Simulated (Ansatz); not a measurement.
**One shape, several levels: AlH3O (AlH2(OH))**

Aim: a comparison of 6 runs (BHLYP/STO-3G, HSE06/STO-3G, PBE0/STO-3G, RPA@PBE/STO-3G, CCSDT(Q)/STO-3G, CCSDTQ/STO-3G) of AlH3O (AlH2(OH)). 

The calculation is run with Ansatz 0.2.0.

56 further runs of the same task are left out: 56 set aside as unsound or not needed.

## 1. The structure to begin with

AlH3O: 5 atoms, total charge 0, spin state singlet. As SMILES, `[H][Al]([H])[OH]`. The H2–Al1 distance was set to 1.915 Å, away from the relaxed value.

Bond lengths: Al1–O4 1.636 Å, Al1–H3 1.531 Å, O4–H5 0.949 Å. Angles: Al1–O4–H5 179.6°, H3–Al1–O4 120.0°.

## 2. A single-point energy at BHLYP/STO-3G (run 1)

Input file run.yaml:

```yaml
crystal:
  periodic: [false, false, false]
  atoms:
    - symbol: Al
      position_ang: [-0.110015, 0.459592, -0.081244]
    - symbol: H
      position_ang: [1.798980, 0.417230, -0.221380]
    - symbol: H
      position_ang: [-0.862805, 1.777482, -0.283784]
    - symbol: O
      position_ang: [-0.937235, -0.911558, 0.254686]
    - symbol: H
      position_ang: [-1.416065, -1.708858, 0.443826]
basis:
  gaussian:
    orbitals: STO-3G
magnetization:
  spin_polarized: false
hamiltonian:
  xc: {name: BHLYP}
accuracy: high
```

Run with:

```
$ ansatz run run.yaml --threads 1 --pin off --max-ram 2610MiB --events-out events.jsonl --progress --plain --runs-dir runs
```

The program printed:

```text
Warning: RAYON_NUM_THREADS=1 ignored (pool sized by the plan → 1); use --threads N
Functional definition: BHLYP
  name "BHLYP"
  parameter a = 0.5
  exchange = (1 - a)*b88_x + a*exact_x
  correlation = lyp_c
288 factors; integrals over basis functions are off by at most 1.7e-8 eV
mean field evaluation 1: about -8579.5376 eV, gradient 2.5e1 eV
mean field evaluation 2: about -8580.4780 eV, gradient 2.1e1 eV
mean field evaluation 4: about -8581.8300 eV, gradient 3.9e-1 eV
mean field evaluation 8: about -8581.8071 eV, gradient 1.8e-3 eV
mean field evaluation 16: about -8581.8071 eV, gradient 1.7e-8 eV
mean field -8581.80706603 eV, -315.3755927187 hartree, gradient 1.7e-8 eV, S^2 0.000000; 0 other end points of the search recorded, 0 dependent functions left out
reference -8581.80708509 eV, -315.3755934193 hartree; 12, 12 occupied and 5, 5 virtual orbitals, 288 factors
Total energy: -8581.80708509 eV, -315.3755934193 hartree
```

Wall time 2 s (1 thread of Intel Xeon Platinum 8259CL at 2.50GHz (Skylake/Cascade Lake), shared host); peak memory 0.11 GiB.

## 3. A single-point energy at HSE06/STO-3G (run 2)

Input file job.yaml:

```yaml
crystal:
  periodic: [false, false, false]
  atoms:
    - {symbol: Al, position_ang: [-0.110015, 0.459592, -0.081244]}
    - {symbol: H, position_ang: [1.798980, 0.417230, -0.221380]}
    - {symbol: H, position_ang: [-0.862805, 1.777482, -0.283784]}
    - {symbol: O, position_ang: [-0.937235, -0.911558, 0.254686]}
    - {symbol: H, position_ang: [-1.416065, -1.708858, 0.443826]}
basis:
  gaussian: {orbitals: STO-3G}
total_charge: 0
hamiltonian: {xc: {name: HSE06}}
accuracy: high
```

Run with:

```
$ ansatz run job.yaml --threads 1 --pin off --max-ram 2610MiB --events-out events.jsonl --progress --plain --runs-dir runs
```

The program printed:

```text
Warning: RAYON_NUM_THREADS=1 ignored (pool sized by the plan → 1); use --threads N
Functional definition: HSE06
  name "HSE06"
  parameter a = 0.25
  parameter omega = 0.11/bohr
  exchange = pbe_x - a*pbe_x_sr(omega) + a*exact_x_sr(omega)
  correlation = pbe_c
288 factors; integrals over basis functions are off by at most 1.7e-8 eV
56 factors; integrals over basis functions are off by at most 1.0e-9 eV
mean field evaluation 1: about -8574.6529 eV, gradient 2.7e1 eV
mean field evaluation 2: about -8570.7578 eV, gradient 4.8e1 eV
mean field evaluation 4: about -8577.3308 eV, gradient 1.6e0 eV
mean field evaluation 8: about -8577.3042 eV, gradient 2.6e-2 eV
mean field evaluation 16: about -8577.3042 eV, gradient 6.4e-9 eV
mean field -8577.30415955 eV, -315.2101139580 hartree, gradient 8.6e-9 eV, S^2 0.000000; 0 other end points of the search recorded, 0 dependent functions left out
reference -8577.30416151 eV, -315.2101140298 hartree; 12, 12 occupied and 5, 5 virtual orbitals, 288 factors
Total energy: -8577.30416151 eV, -315.2101140298 hartree
```

Run time: 1.9 s. Hardware: 1 thread of Intel Xeon Platinum 8259CL at 2.50GHz (Skylake/Cascade Lake), shared host; peak memory 0.11 GiB.

## 4. A single-point energy at PBE0/STO-3G (run 3)

Input file run.yaml:

```yaml
crystal:
  periodic: [false, false, false]
  atoms:
    - {symbol: Al, position_ang: [-0.110015, 0.459592, -0.081244]}
    - {symbol: H, position_ang: [1.798980, 0.417230, -0.221380]}
    - {symbol: H, position_ang: [-0.862805, 1.777482, -0.283784]}
    - {symbol: O, position_ang: [-0.937235, -0.911558, 0.254686]}
    - {symbol: H, position_ang: [-1.416065, -1.708858, 0.443826]}
basis:
  gaussian: {orbitals: STO-3G}
accuracy: high
hamiltonian: {xc: pbe0}
```

Run with:

```
$ ansatz run run.yaml --threads 1 --pin off --max-ram 2610MiB --events-out events.jsonl --progress --plain --runs-dir runs
```

The program printed:

```text
Warning: RAYON_NUM_THREADS=1 ignored (pool sized by the plan → 1); use --threads N
Functional definition: PBE0
  name "PBE0"
  parameter a = 0.25
  parameter kappa = 0.804
  parameter beta = 0.06672455060314922
  exchange = (1 - a)*pbe_x(kappa = kappa, mu = beta*pi^2/3) + a*exact_x
  correlation = pbe_c(beta = beta)
288 factors; integrals over basis functions are off by at most 1.7e-8 eV
mean field evaluation 1: about -8574.9646 eV, gradient 2.7e1 eV
mean field evaluation 2: about -8572.7322 eV, gradient 4.1e1 eV
mean field evaluation 4: about -8577.5802 eV, gradient 1.2e0 eV
mean field evaluation 8: about -8577.5471 eV, gradient 4.9e-3 eV
mean field evaluation 16: about -8577.5471 eV, gradient 7.7e-9 eV
mean field -8577.54713373 eV, -315.2190430944 hartree, gradient 7.7e-9 eV, S^2 0.000000; 0 other end points of the search recorded, 0 dependent functions left out
reference -8577.54713520 eV, -315.2190431483 hartree; 12, 12 occupied and 5, 5 virtual orbitals, 288 factors
Total energy: -8577.54713520 eV, -315.2190431483 hartree
```

It took 1.4 s on 1 thread of Intel Xeon Platinum 8259CL at 2.50GHz (Skylake/Cascade Lake), shared host; peak memory 0.11 GiB.

Runs 4 to 5 aren't shown in full; the table further down has their settings and results.

## 5. A single-point energy at CCSDTQ/STO-3G (run 6)

Input file molecule.yaml:

```yaml
basis:
  gaussian:
    orbitals: STO-3G
crystal:
  periodic: [false, false, false]
  atoms:
    - {symbol: Al, position_ang: [-0.110015, 0.459592, -0.081244]}
    - {symbol: H, position_ang: [1.798980, 0.417230, -0.221380]}
    - {symbol: H, position_ang: [-0.862805, 1.777482, -0.283784]}
    - {symbol: O, position_ang: [-0.937235, -0.911558, 0.254686]}
    - {symbol: H, position_ang: [-1.416065, -1.708858, 0.443826]}
accuracy: high
scf:
  omitted_lower_state_checks: [cluster_reference, increment]
total_charge: 0
correlation:
  method: ccsdtq
  frozen_orbitals: {Al: 5, H: 0, O: 1}
```

Run with:

```
$ ansatz run molecule.yaml --threads 1 --pin off --max-ram 2610MiB --events-out events.jsonl --progress --plain --runs-dir runs
```

The program printed:

```text
Warning: RAYON_NUM_THREADS=1 ignored (pool sized by the plan → 1); use --threads N
[... 11 lines left out ...]
6 core orbitals not correlated: weight in the atoms' cores, before any rotation towards them, 1.000 or more for the frozen orbitals, at most 0.000 for the correlated occupied ones
[... 30 lines left out ...]
Total energy: -8561.30317729 eV, -314.6220887055 hartree
Checks for a lower state left out: cluster_reference, increment
```

It took 3.6 s on 1 thread of Intel Xeon Platinum 8259CL at 2.50GHz (Skylake/Cascade Lake), shared host; peak memory 0.1 GiB.

## 6. The series

```csv
run,level,frozen core orbitals,energy (Eh),wall time
1,BHLYP/STO-3G,–,-315.375593,2 s
2,HSE06/STO-3G,–,-315.210114,1.9 s
3,PBE0/STO-3G,–,-315.219043,1.4 s
4,RPA@PBE/STO-3G,6,-314.673824,2 s
5,CCSDT(Q)/STO-3G,6,-314.622142,0.57 s
6,CCSDTQ/STO-3G,6,-314.622089,3.6 s
```

## 7. Outcome

| quantity | value |
| --- | --- |
| run 6: total energy | -314.62209 Eh |
| run 6: correlation energy (6 core orbitals frozen) | -97.0 mEh |
| run 6: T1 diagnostic | 0.019 |

**Reading.** Totals of different functionals can't be ranked against each other. In runs 1, 2, 3, 4, 5, 6 the basis is minimal, so the values are rough. All runs together took 12 s, the longest 3.6 s.
